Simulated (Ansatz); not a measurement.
Geometry optimisation, RHF/def2-SVP in Ansatz 0.2.0.

The input (input.yaml):

```yaml
crystal:
  periodic: [false, false, false]
  atoms:
    - { symbol: B, position_ang: [-0.2463, 0.0608, -1.156] }
    - { symbol: H, position_ang: [-1.0491, -1.204, -0.9462] }
    - { symbol: H, position_ang: [0.6341, -0.2619, -1.8515] }
    - { symbol: H, position_ang: [-1.0352, 0.8727, -1.4391] }
    - { symbol: H, position_ang: [-0.5684, -0.7535, -0.2133] }
    - { symbol: Si, position_ang: [0.434, 0.2708, 1.0026] }
    - { symbol: H, position_ang: [1.1277, -0.91, 1.5431] }
    - { symbol: H, position_ang: [-0.6672, 0.54, 1.9392] }
    - { symbol: H, position_ang: [1.3705, 1.3853, 1.1212] }
basis:
  gaussian: { orbitals: def2-SVP }
hamiltonian:
  xc: hf
relax:
  f_tol: 0.15
  max_steps: 25
  restrain:
    - { distance: [0, 5], at: 3.25, k: 30.0 }
    - { distance: [4, 1], at: 1.92, k: 30.0 }
    - { distance: [0, 1], at: 1.15, k: 30.0 }
    - { distance: [4, 5], at: 1.42, k: 30.0 }
```

Run as:

```bash
$ ansatz run input.yaml --threads 1 --pin off --max-ram 2048MiB --backend cpu --events-out ev --progress --plain --runs-dir out
```

Question: Where does it end, and by what steps?

Answer: The forces met the threshold. The restraints hold the end off the free minimum. After 8 steps the energy has fallen by 1.446 eV (the restraints' own energy left out); B1 moved furthest, 0.67 Å. Parted: B1–H5, B1–Si6. Joined: B1–H2, H5–Si6.

| step | energy less start (eV) | largest force component (eV/Å) | accepted |
| --- | --- | --- | --- |
| 0 | 0.0000 | 1.631 | yes |
| 1 | 0.0005 | 3.102 | yes |
| 2 | -0.6154 | 2.191 | yes |
| 3 | -0.8539 | 1.468 | yes |
| 4 | -1.1984 | 1.560 | yes |
| 5 | -1.4009 | 0.637 | yes |
| 6 | -1.4468 | 0.687 | yes |
| 7 | -1.4434 | 0.777 | yes |
| 8 | -1.4462 | 0.714 | yes |

```xyz
9
Properties=species:S:1:pos:R:3
B -0.538 -0.170 -1.709
H -1.104 -1.132 -1.362
H 0.584 -0.251 -2.124
H -1.098 0.891 -1.702
H -0.216 -0.398 0.196
Si 0.433 0.136 1.377
H 1.269 -0.929 1.975
H -0.608 0.563 2.338
H 1.280 1.291 1.011
```

Whether the end is a true minimum wasn't checked by a vibrational analysis.

Run time: 6.3 s on 1 thread of Arm Neoverse V2 (shared host), peak memory 0.11 GiB.
